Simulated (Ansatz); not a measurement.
Relaxed structures of CH₃SSi (charge +1), closed shell (PBE0-D4/def2-TZVP; forces vanish, vibrations not checked; lower isomers may exist, and structures with a doubtful reference or unclear bonds are left out; Å). Computed with Ansatz 0.2.0 (basis: def2-TZVPP); correlated methods freeze the cores.

(1) Rank them by CCSD(T) energy, lowest first, and give each one's height above the lowest. Links in brackets join atoms within 1.22 times the sum of their covalent radii (1.1 for two metals). (To be estimated.)
A.
CH₃SSi ([CH]1[SiH2][S]1), total charge +1
```
6
angstrom
Si -1.3644 0.2659 -0.2809
C 0.2180 -0.6289 -0.0483
S 0.4648 0.6958 0.8619
H -1.5173 1.0761 -1.4960
H 0.8860 -1.4671 -0.2249
H -2.5068 -0.1429 0.5464
```
B.
CH₃SSi ([SiH][CH][SH]), total charge +1
```
6
angstrom
Si -1.7982 0.4742 -0.3330
C -0.0956 -0.1209 0.1233
S 1.1151 0.5257 1.0262
H -1.2279 0.8126 -1.6997
H 0.0403 -1.1667 -0.1823
H 1.9663 -0.5250 1.0656
```
C.
CH₃SSi ([CH2]1[Si][SH]1), total charge +1
```
6
angstrom
Si -2.0034 0.5779 0.1473
C -0.4255 -0.0790 -0.6094
S 0.1850 0.8666 0.8384
H -0.0446 0.4064 -1.5109
H -0.1789 -1.1400 -0.5998
H 0.0618 -0.0907 1.7854
```
D.
CH₃SSi ([Si][CH2][SH]), total charge +1
```
6
angstrom
Si -1.6124 0.5213 -0.3623
C -0.0684 -0.0605 0.3548
S 1.5469 0.6910 0.4625
H -0.4891 -0.3061 1.3639
H -0.0442 -1.0396 -0.1896
H 2.1329 -0.3298 1.1126
```

T1 diagnostic: at most 0.024. The restricted Hartree–Fock reference is unstable towards an unrestricted one at one or more of these structures.

## Answers

(1) By the calculation: C (0.0 kJ/mol), A (17.9 kJ/mol), D (111.5 kJ/mol), B (146.2 kJ/mol). Heights count from the lowest.

For scale, one of the runs: CCSD(T)/def2-TZVPP, 157 basis functions, launched by `ansatz run in.yaml --threads 2 --pin off --events-out ev --progress --plain --max-ram 4352MiB`. The run took 13 s on 2 CPU threads of an Intel Xeon Platinum 8559C (shared host), with 1 GiB of host memory at its peak.
